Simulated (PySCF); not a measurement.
Match the calculated data to a structure.

All candidates are C5H7F.

- Couplings: largest of the computed one-bond spin–spin couplings (means over like bonds): 19F–13C -318.7, 13C–1H +202.4, 13C–1H +141.5 (×2), 13C–1H +141.2 (×2), 13C–1H +140.3 (×2), 13C–13C +98.8, 13C–13C +37.1, 13C–13C +35.5 Hz [B3LYP/pcJ-1, spin–dipole term left out for some pairs]
- UV, strongest line: among the 8 lowest singlet transitions: S2 at 6.62 eV (187 nm, f = 0.236) [TDDFT B3LYP/def2-SVPD]
- Rotational structure: rotational constants A, B, C: 9.439, 2.302, 1.917 GHz [GFN2-xTB]
- NMR, other nuclei: isotropic shieldings of nuclei other than C and H, by class: 308 (1 F) ppm [GIAO PBE0/pcSseg-1]
- UV, first state: lowest singlet excitation: 6.27 eV (198 nm, f = 0.001) [TDDFT B3LYP/def2-SVPD]
- 13C NMR: chemical shifts (computed TMS as zero) by class: 153.2 (1 C), 125.8 (1 C), 26.2 (1 C), 25.3 (1 C), 16.7 (1 C) ppm [GIAO PBE0/pcSseg-1]
- 1H NMR: chemical shifts (computed TMS as zero) by class: 6.78 (1 H), 2.95 (2 H), 2.81 (2 H), 2.04 (2 H) ppm [GIAO PBE0/pcSseg-1]
- Dipole: 1.92 D [B3LYP/def2-SVPD]

Gas-phase values; electronic properties from PySCF, density fitting. Levels stand in brackets. Geometry: GFN2-xTB; no solvent, vibrations or thermal averaging. NMR values are class means; diastereotopic atoms form classes of their own.

Question: Which candidate is it?
A. `C=C1CC(F)C1`
B. `FC=C1CCC1`
C. `C=CC(=C)CF`
D. `C=C=C[C@@H](C)F`
E. `C[C@H](F)C1=CC1`

Answer: B. It is `FC=C1CCC1`. Numbering: `[F:1][CH:2]=[C:3]1[CH2:4][CH2:5][CH2:6]1`. Its formula, C5H7F, gives 2 degrees of unsaturation: 1 ring and 1 π bond in the structure found. 5 carbons fall into 5 classes; from least to most shielded: vinylic C–F carbon [C2] (153.2 ppm), fully substituted alkene carbon [C3] (125.8 ppm), allylic carbon [C4] (26.2 ppm), allylic carbon [C6] (25.3 ppm), four-membered-ring carbon [C5] (16.7 ppm). Hydrogen classes from least to most shielded: 1 H on a vinylic C–F carbon, C2 (6.78 ppm), 2 H on an allylic carbon, C4 (2.95 ppm), 2 H on an allylic carbon, C6 (2.81 ppm), 2 H on a four-membered-ring carbon, C5 (2.04 ppm). The other shieldings belong to: 308 ppm, vinyl fluorine [F1]. The couplings run between: -318.7 Hz, vinyl fluorine [F1] and vinylic C–F carbon [C2]; +202.4 Hz, vinylic C–F carbon [C2] and its hydrogen; +141.5 Hz, allylic carbon [C4] and its hydrogen (with 1 like pair); +141.2 Hz, four-membered-ring carbon [C5] and its hydrogen (with 1 like pair); +140.3 Hz, allylic carbon [C6] and its hydrogen (with 1 like pair); +98.8 Hz, vinylic C–F carbon [C2] and fully substituted alkene carbon [C3]; +37.1 Hz, fully substituted alkene carbon [C3] and allylic carbon [C6]; +35.5 Hz, fully substituted alkene carbon [C3] and allylic carbon [C4]. The optimised geometry has point group Cs and is an asymmetric top.

The others, at the same levels:
- `C=CC(=C)CF` fails: its computed 13C shifts are 149.5 (1 C), 144.5 (1 C), 123.1 (1 C), 117.8 (1 C), 85.7 (1 C) ppm, 1H shifts are 6.68 (1 H), 5.86 (1 H), 5.58 (1 H), 5.48 (2 H), 5.33 (1 H), 5.12 (1 H) ppm and rotational constant A is 6.356 GHz (against 9.439 GHz).
- `C=C=C[C@@H](C)F` fails: its computed 13C shifts are 220.1 (1 C), 98.5 (1 C), 93.6 (1 C), 79.4 (1 C), 25.7 (1 C) ppm, 1H shifts are 5.52 (1 H), 5.24 (1 H), 5.01 (2 H), 1.46 (3 H) ppm and rotational constant A is 7.752 GHz (against 9.439 GHz).
- `C[C@H](F)C1=CC1` fails: its computed 13C shifts are 130.7 (1 C), 114.5 (1 C), 86.9 (1 C), 22.5 (1 C), 9.7 (1 C) ppm, 1H shifts are 7.04 (1 H), 5.73 (1 H), 1.70 (3 H), 1.37 (1 H), 1.09 (1 H) ppm and rotational constant A is 6.521 GHz (against 9.439 GHz).
- `C=C1CC(F)C1` fails: it has 4 carbon classes against 5; its computed 13C shifts are 148.2 (1 C), 116.3 (1 C), 86.2 (1 C), 42.6 (2 C) ppm, 1H shifts are 5.40 (2 H), 5.20 (1 H), 3.12 (2 H), 3.09 (2 H) ppm and smallest rotational constant is 2.108 GHz (against 1.917 GHz).

Each candidate is one conformer, not necessarily the lowest. The conformers computed, where there is a choice (atom-mapped SMILES and torsion angles):
- `[CH2:1]=[CH:2][C:3](=[CH2:4])[CH2:5][F:6]`: C1–C2–C3–C4 180°, C2–C3–C5–F6 180°
- `[CH2:1]=[C:2]=[CH:3][C@@H:4]([CH3:5])[F:6]`: C2–C3–C4–C5 117°
- `[CH3:1][C@H:2]([F:3])[C:4]1=[CH:5][CH2:6]1`: C1–C2–C4–C5 -8°

One-bond C–F couplings are unscaled; at this level they come out some 30 % too large in size.
